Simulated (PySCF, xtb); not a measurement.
# Isomers of BH6NO in order of energy

3 gas-phase structures of BH6NO, found in a search over its isomers (lower ones may exist). Each was relaxed with GFN2-xTB:

A. `[BH3-][OH+]N`, a singlet
B. `[BH3-][NH2+]O`, a singlet
C. a singlet given by its coordinates

C (Å):

```yaml
atoms:
  - { symbol: B, position_ang: [0.5281, -0.7442, 1.4589] }
  - { symbol: N, position_ang: [0.5458, -1.1721, -0.2793] }
  - { symbol: O, position_ang: [1.2232, 0.4787, 1.5094] }
  - { symbol: H, position_ang: [0.2111, -2.1184, -0.4053] }
  - { symbol: H, position_ang: [1.5183, -1.0934, -0.5494] }
  - { symbol: H, position_ang: [-0.0176, -0.5171, -0.8075] }
  - { symbol: H, position_ang: [1.1554, -1.6384, 1.9208] }
  - { symbol: H, position_ang: [-0.6425, -0.7307, 1.6982] }
  - { symbol: H, position_ang: [0.6491, 1.2370, 1.4228] }
```

Close contacts (Å): B1–N2 1.79, B1–O3 1.41, B1–H7 1.19, B1–H8 1.19, N2–H4 1.01, N2–H5 1.01, N2–H6 1.01, O3–H9 0.96.

Problem. Which do you expect lowest at r2SCAN-D4/def2-SVP, and how would the others follow?

Solution. Calculated order at r2SCAN-D4/def2-SVP: C (0.000), B (3.240), A (3.610) eV.

Energies above the lowest of each column, in eV; the last columns are at PBE0-D3(BJ)/pcseg-1 geometries:

```tsv
structure	GFN2-xTB	HF/STO-3G	r2SCAN-D4/def2-SVP	PBE0-D3(BJ)/pcseg-1	CCSD(T)/def2-SVP + ΔMP2/def2-TZVPP
C	0.000	0.000	0.000	0.000	0.000
B	2.574	2.382	3.240	3.223	3.293
A	2.495	2.199	3.610	3.627	3.638
```

Every level run on C puts it lowest or level with the lowest. Some further structures that were screened fall inside this span and aren't listed. Flexible structures stand in one conformer each, not always the lowest. ΔMP2 is the change of the MP2 energy from the smaller to the larger basis.

Programs: PySCF 2.14.0, xtb 6.7.1.
